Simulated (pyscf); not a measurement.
H₃Si–P(SiH₃)–GaH₂ (SMILES [SiH3][P]([SiH3])[GaH2]) + H₂ (SMILES [H][H]) → H₃Si–PH–SiH₃ (SMILES [SiH3]P[SiH3]) + GaH₃ (SMILES [GaH3]) (four-centre exchange; singlet surface; Ga–P, H–H broken, H–P, Ga–H formed). Single points on ωB97X-D3(BJ)/def2-SVP structures (PySCF, gas phase). Energies in kJ/mol from the separated reactants.

```json
[
 {"level": "ωB97X-D3(BJ)/def2-TZVP", "barrier": "122.8", "reaction energy": "+70.8"},
 {"level": "PBE/def2-TZVP", "barrier": "(withheld)", "reaction energy": "(withheld)"},
 {"level": "r²SCAN/def2-TZVP", "barrier": "99.7", "reaction energy": "+58.2"},
 {"level": "PBE0-D3(BJ)/def2-TZVP", "barrier": "(withheld)", "reaction energy": "+57.6"},
 {"level": "ωB97M-D3(BJ)/def2-TZVP", "barrier": "120.4", "reaction energy": "+43.9"},
 {"level": "HF/def2-TZVP", "barrier": "184.9", "reaction energy": "+17.9"}
]
```

### Question
Fill in the missing entries.

### Answer

- PBE/def2-TZVP, barrier: 96.2
- PBE/def2-TZVP, reaction energy: +52.7
- PBE0-D3(BJ)/def2-TZVP, barrier: 100.7

The functionals in the table span 26.5 kJ/mol in this barrier, from PBE to ωB97X-D3(BJ)/def2-TZVP. On the product side the descent ends in a complex (not fully relaxed), 25.0 kJ/mol under the separated species and 77.0 kJ/mol under the saddle at ωB97X-D3(BJ)/def2-TZVP. At the saddle there is also a short Ga–H contact that neither side keeps. One saddle was located; it need not be the lowest between these sides. Elements up to Kr have no core potential and no relativistic terms here.
